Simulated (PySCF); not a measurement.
Isomers of [C5H12P]+.

All values: PBE0/pcSseg-1 (PySCF) at PBE0-D3(BJ)/def2-SVP geometries, gas phase, one conformer each.

Question: Rank by the highest Hirshfeld charge on any atom, lowest value first.
A. `[CH3:1][PH+:2]([CH3:3])[CH:4]1[CH2:5][CH2:6]1` (charge +1) with C1–P2–C4–C5 151°
B. `[CH3:1]/[CH:2]=[CH:3]/[PH2+:4][CH2:5][CH3:6]` (charge +1) with C2–C3–P4–C5 -121°, C3–P4–C5–C6 -178°
C. `C[C@@H]1C[P+]1(C)C`

Answer: C (+0.448 e), B (+0.460 e), A (+0.480 e).

All values together:

```tsv
SMILES	HOMO (eV)	LUMO (eV)	lowest IAO charge (e)	highest IAO charge (e)	lowest Hirshfeld charge (e)	highest Hirshfeld charge (e)
C=CC[PH+](C)C	-11.82	-4.38	-0.640 (C)	+1.083 (P)	-0.120 (C)	+0.482 (P)
C[C@@H]1C[P+]1(C)C	-12.93	-4.29	-0.628 (C)	+1.095 (P)	-0.111 (C)	+0.448 (P)
C[PH+](C)C1CC1	-13.39	-3.93	-0.642 (C)	+1.107 (P)	-0.119 (C)	+0.480 (P)
C/C=C/[PH2+]CC	-12.53	-5.40	-0.457 (C)	+0.930 (P)	-0.097 (C)	+0.460 (P)
```

Conformers: `[CH2:1]=[CH:2][CH2:3][PH+:4]([CH3:5])[CH3:6]` (charge +1) with C1–C2–C3–P4 106°, C2–C3–P4–C5 174°; `[CH3:1][PH+:2]([CH3:3])[CH:4]1[CH2:5][CH2:6]1` (charge +1) with C1–P2–C4–C5 151°; `[CH3:1]/[CH:2]=[CH:3]/[PH2+:4][CH2:5][CH3:6]` (charge +1) with C2–C3–P4–C5 -121°, C3–P4–C5–C6 -178°.
